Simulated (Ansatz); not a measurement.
Results of G0W0@PBE0 (Ansatz, an electronic-structure program, hard PAW, contour deformation) for rock-salt LiCl.

The cell has the measured lattice parameters. Conventional cell: a = 5.1399 Å, b = 5.1399 Å, c = 5.1399 Å, α = 90.00°, β = 90.00°, γ = 90.00°.

The quasiparticle gap at Γ at a fixed k mesh 2×2×2:

| response cutoff | value (eV) |
|---|---|
| 200 eV, 401 empty bands | 9.485 |
| 250 eV, 560 empty bands | 9.518 |
| 300 eV, 736 empty bands | 9.540 |
| 400 eV, 1133 empty bands | 9.564 |

Taking the value to converge with the response cutoff E as E^(−3/2), extrapolate from the last two rows.

With y = y∞ + c/w and weights w = 5196 and 8000 for the last two rows, y∞ = (w2 y2 − w1 y1)/(w2 − w1) = (8000 × 9.564 − 5196 × 9.540)/2804 = 9.608 eV, which lies 0.044 beyond the last row. Successive pairs of rows give 9.601, 9.610, 9.608. The limit also hangs on the law assumed, so its last digits aren't firm.

The other settings are not extrapolated, so this is the limit in one setting alone.

Note: GW on a hybrid start was not checked against another program.
